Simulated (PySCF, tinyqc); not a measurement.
Inside a calculation. Method: FCI on RHF in the sto-6g basis, for HF, spin multiplicity 1. The lowest restricted solution is unstable here: a spin-polarised one lies 0.1574 hartree lower (PySCF). One step of it, computed by the program tinyqc.

Problem. FCI: roots. Diagonalise (each vector has its largest component positive (the first on a tie)); all determinants have Ms = 0, so triplets appear too. The lowest singlet root is the correlation energy.

Occupation strings over the orbitals (2 doubly, a alpha, b beta, 0 empty; spin orbitals ordered 1a 1b 2a 2b ...): 222220 2222ab 2a222b a2222b 2222ba 2b222a b2222a 222202 2a22b2 a222b2 222022 220222 2b22a2 202222 ab2222 b222a2 ba2222 022222

H - E(HF) between determinants (hartree):
```
           222220     2222ab     2a222b     a2222b     2222ba     2b222a     b2222a     222202
222220   0.000000   0.000000   0.000000   0.000000   0.000000   0.000000   0.000000   0.293672
2222ab   0.000000   0.157336  -0.009760  -0.006409  -0.293672  -0.011604   0.002054   0.046733
2a222b   0.000000  -0.009760   1.032201   0.027167  -0.011604  -0.091132  -0.019705  -0.040201
a2222b   0.000000  -0.006409   0.027167  25.634842   0.002054  -0.019705  -0.015846  -0.000904
2222ba   0.000000  -0.293672  -0.011604   0.002054   0.157336  -0.009760  -0.006409  -0.046733
2b222a   0.000000  -0.011604  -0.091132  -0.019705  -0.009760   1.032201   0.027167   0.040201
b2222a   0.000000   0.002054  -0.019705  -0.015846  -0.006409   0.027167  25.634842   0.000904
222202   0.293672   0.046733  -0.040201  -0.000904  -0.046733   0.040201   0.000904   0.329061
2a22b2  -0.011604   0.040201  -0.277206   0.007173  -0.014059   0.094361   0.020031   0.030919
a222b2   0.002054   0.000904   0.007173  -0.455009  -0.004682   0.021039   0.014795   0.011050
222022   0.026323   0.026218   0.011489   0.002734  -0.026218  -0.011489  -0.002734   0.029027
220222   0.026323   0.026218   0.011489   0.002734  -0.026218  -0.011489  -0.002734   0.029027
2b22a2   0.011604  -0.014059   0.094361   0.020031   0.040201  -0.277206   0.007173  -0.030919
202222   0.091132   0.094361   0.005297  -0.001923  -0.094361  -0.005297   0.001923   0.109355
ab2222  -0.019705  -0.020031   0.001923  -0.032901   0.021039  -0.005303   0.006818  -0.020829
b222a2  -0.002054  -0.004682   0.021039   0.014795   0.000904   0.007173  -0.455009  -0.011050
ba2222   0.019705   0.021039  -0.005303   0.006818  -0.020031   0.001923  -0.032901   0.020829
022222   0.015846   0.014795   0.006818  -0.044982  -0.014795  -0.006818   0.044982   0.015611

           2a22b2     a222b2     222022     220222     2b22a2     202222     ab2222     b222a2
222220  -0.011604   0.002054   0.026323   0.026323   0.011604   0.091132  -0.019705  -0.002054
2222ab   0.040201   0.000904   0.026218   0.026218  -0.014059   0.094361  -0.020031  -0.004682
2a222b  -0.277206   0.007173   0.011489   0.011489   0.094361   0.005297   0.001923   0.021039
a2222b   0.007173  -0.455009   0.002734   0.002734   0.020031  -0.001923  -0.032901   0.014795
2222ba  -0.014059  -0.004682  -0.026218  -0.026218   0.040201  -0.094361   0.021039   0.000904
2b222a   0.094361   0.021039  -0.011489  -0.011489  -0.277206  -0.005297  -0.005303   0.007173
b2222a   0.020031   0.014795  -0.002734  -0.002734   0.007173   0.001923   0.006818  -0.455009
222202   0.030919   0.011050   0.029027   0.029027  -0.030919   0.109355  -0.020829  -0.011050
2a22b2   1.238956   0.027202   0.010601   0.010601  -0.109355   0.060714   0.001813  -0.020829
a222b2   0.027202  25.844247   0.002511   0.002511  -0.020829  -0.001813  -0.086626  -0.015611
222022   0.010601   0.002511   0.549162   0.053789  -0.010601   0.194403  -0.040622  -0.002511
220222   0.010601   0.002511   0.053789   0.549162  -0.010601   0.194403  -0.040622  -0.002511
2b22a2  -0.109355  -0.020829  -0.010601  -0.010601   1.238956  -0.060714   0.008957   0.027202
202222   0.060714  -0.001813   0.194403   0.194403  -0.060714   2.399894  -0.008961   0.001813
ab2222   0.001813  -0.086626  -0.040622  -0.040622   0.008957  -0.008961  27.202732   0.006045
b222a2  -0.020829  -0.015611  -0.002511  -0.002511   0.027202   0.001813   0.006045  25.844247
ba2222   0.008957   0.006045   0.040622   0.040622   0.001813   0.008961  -0.088666  -0.086626
022222   0.006045  -0.026093   0.030332   0.030332  -0.006045   0.088666   0.509670   0.026093

           ba2222     022222
222220   0.019705   0.015846
2222ab   0.021039   0.014795
2a222b  -0.005303   0.006818
a2222b   0.006818  -0.044982
2222ba  -0.020031  -0.014795
2b222a   0.001923  -0.006818
b2222a  -0.032901   0.044982
222202   0.020829   0.015611
2a22b2   0.008957   0.006045
a222b2   0.006045  -0.026093
222022   0.040622   0.030332
220222   0.040622   0.030332
2b22a2   0.001813  -0.006045
202222   0.008961   0.088666
ab2222  -0.088666   0.509670
b222a2  -0.086626   0.026093
ba2222  27.202732  -0.509670
022222  -0.509670  55.733362
```

Give: lowest roots of this matrix, relative to E(HF); lowest vectors; <S^2> of these roots; weight of the ground state by excitation level 0, 1, 2, ....

Solution.

lowest roots of this matrix, relative to E(HF) (hartree): -0.1755  -0.1372  0.4104  0.4873  0.4954  0.5878  0.8296  0.8505

lowest vectors:
```
         root 1   root 2   root 3   root 4
222220   0.8594   0.0000  -0.2970   0.3541
2222ab   0.0392   0.7069   0.6061   0.2846
2a222b  -0.0118   0.0118  -0.0447   0.0512
a2222b   0.0000   0.0001   0.0003   0.0001
2222ba  -0.0392   0.7069  -0.6061  -0.2846
2b222a   0.0118   0.0118   0.0447  -0.0512
b2222a   0.0000   0.0001  -0.0003  -0.0001
222202  -0.5074   0.0000  -0.4074   0.6560
2a22b2   0.0131  -0.0129  -0.0414  -0.0049
a222b2   0.0001   0.0001   0.0001  -0.0003
222022  -0.0101   0.0000  -0.0425  -0.3721
220222  -0.0101   0.0000  -0.0425  -0.3721
2b22a2  -0.0131  -0.0129   0.0414   0.0049
202222  -0.0108   0.0000  -0.0104  -0.0068
ab2222   0.0003   0.0000   0.0003   0.0001
b222a2  -0.0001   0.0001  -0.0001   0.0003
ba2222  -0.0003   0.0000  -0.0003  -0.0001
022222  -0.0001   0.0000   0.0000   0.0000
```

<S^2> of these roots: 0.0000  2.0000  0.0000  0.0000  0.0000  0.0000  2.0000  0.0000

weight of the ground state by excitation level 0, 1, 2, ...: 0.7385  0.0034  0.2581

The reference has a weight of only 0.74: one determinant is a poor start here. A root of higher spin lies below E(HF).
